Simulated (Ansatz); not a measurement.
This was printed by a script on the Python package of Ansatz (0.2.0), for a geometry optimisation of CH. What did the script look like? Settings: Hartree-Fock, 6-31G* basis, multiplicity 2.

```yaml
atoms:
  - { symbol: H, position_ang: [0.0000, 0.0000, 0.0000] }
  - { symbol: C, position_ang: [0.0000, 0.0000, 1.0300] }
```

Output of `python ch.py`:
```text
step   1  E = -1041.231638 eV  max force 2.9379 eV/A
step   2  E = -1041.323387 eV  max force 0.6695 eV/A
step   3  E = -1041.329587 eV  max force 0.0771 eV/A
step   4  E = -1041.329676 eV  max force 0.0022 eV/A
converged              True
free_energy_ev         -1041.3296756688708
reference_energy_ev    -1041.3296756688708
n_frozen               0
n_occupied             [4, 3]
n_virtual              [13, 14]
bond        before    after (A)
H0-C1        1.0300   1.1016
```

One script that gives this output:

`ch.py`
```python
import ansatz as az
import numpy as np

geometry_ang = [
    ("H", (0.0, 0.0, 0.0)),
    ("C", (0.0, 0.0, 1.03)),
]
molecule = az.Crystal.molecule()
for symbol, xyz in geometry_ang:
    molecule = molecule.atom(symbol, xyz)

setup = (
    molecule.calculation()
    .basis(gaussian="6-31G*")
    .functional("HF")
    .spin("collinear", total=1)
)
symbols = [site.symbol for site in molecule.cartesian_sites]
start = np.array([site.position_ang for site in molecule.cartesian_sites], dtype=float)
def progress(event):
    if event["event"] == "relax_step":
        row = event["data"]
        print(f"step {row['step']:3d}  E = {row['lagrangian_ev']:.6f} eV  max force {row['allowed_force_max_ev_ang']:.4f} eV/A")


rep = setup.relax(force_tolerance=0.02).session().plan().execute(on_event=progress).report
end = np.array(rep["positions_ang"])

for key in ("converged", "free_energy_ev", "reference_energy_ev", "n_frozen", "n_occupied", "n_virtual"):
    print(f"{key:22s} {rep[key]}")

print("bond        before    after (A)")
for i, j in [(0, 1)]:
    d0, d1 = (np.linalg.norm(xyz[i] - xyz[j]) for xyz in (start, end))
    print(f"{symbols[i]}{i}-{symbols[j]}{j}".ljust(10), f"{d0:8.4f} {d1:8.4f}")
```

Reading the output:
- These settings explore the input space; basis and method may be short of convergence.
- The end point is the stationary point reached from this start; no frequency run checks that it is a minimum, and the basis set is modest.
- The species is open-shell (spin multiplicity 2).
- The expectation value of S² is noticeably off S(S+1) in at least one run, so that state is spin-contaminated.
- Timing: 0.8 s on 1 thread of Arm Neoverse V2, with other jobs on the host, peak memory 0.15 GiB.

(Lines on the test bed's own set-up are left out of the output.)
